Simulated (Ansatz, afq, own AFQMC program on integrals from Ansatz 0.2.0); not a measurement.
# AlNH⁺, singlet: AFQMC among the cluster methods

```xyz
3

Al    0.0000    0.0327    0.6365
N     0.0000   -0.1067   -1.0953
H     0.0000    0.6075   -1.8184
```

Connectivity, by distances: Al–NH.

Basis cc-pVDZ. Only valence electrons are correlated. Integrals, coupled cluster, full CI and functionals: Ansatz 0.2.0; the random walks run on the same integrals in our own AFQMC program. ph-AFQMC/CISD is guided by a CISD state made of CCSD amplitudes; releasing the constraint for a short imaginary time cuts its bias at the price of noise, slowly where states lie close. Error bars are statistical, one sigma.

Determinant: RHF, the one that the program's search chose, which needn't be the lowest solution. The geometry is a PBE0/def2-TZVP stationary point of this or a neighbouring charge and spin state.

No full CI on the walks' own integrals is used here; CCSDTQ serves as the reference and is uncertain by about the last step of the cluster series.

Cautions: another spin lies lower (by 196 meV); restricted determinant unstable towards unrestricted (UHF 2.18 eV lower, ⟨S²⟩ 1.01); strong correlation (T1 0.077, weight of the determinant 0.75, largest double 0.33); (T) is large, 7 % of the CCSD correlation; the released energies are still falling, so no released level is given (meV from the phaseless value at times in 1/Eh: -25 ± 5 at 0.24, -35 ± 3 at 0.51, -52 ± 3 at 0.99, -57 ± 4 at 1.62, -73 ± 8 at 2.40); CCSDTQ on the UHF determinant differs (189 meV lower), perhaps since the unrestricted series falls towards higher spin.

```
T1 diagnostic                               : 0.0765
weight of the determinant in the CISD state : 0.748
size of the correlated space                : 8 electrons in 31 orbitals
```

Reference: CCSDTQ, correlation energy -7.140 eV. The cautions show a poor starting determinant, so the rows tell how each method copes with it here, and CCSDTQ is near closed.

```
        level  E − E(reference) (kJ/mol)  share of correlation (%)
           HF                      688.9                      0.00
          MP2                      135.7                     80.30
         CCSD                       47.3                     93.14
      CCSD(T)                        2.3                     99.66
        CCSDT                        4.1                     99.40
     CCSDT(Q)                       -2.2                    100.32
ph-AFQMC/CISD                 10.2 ± 0.4                     98.52
```

CCSDT and higher add their correlation energy to the determinant of the CCSD(T) run, since their own runs factorise the integrals more tightly (a shift of under 2 meV). A walk keeps the symmetry of its determinant, which the program's search chose and which needn't be the lowest solution, so a lower state of the same spin and another symmetry isn't excluded.
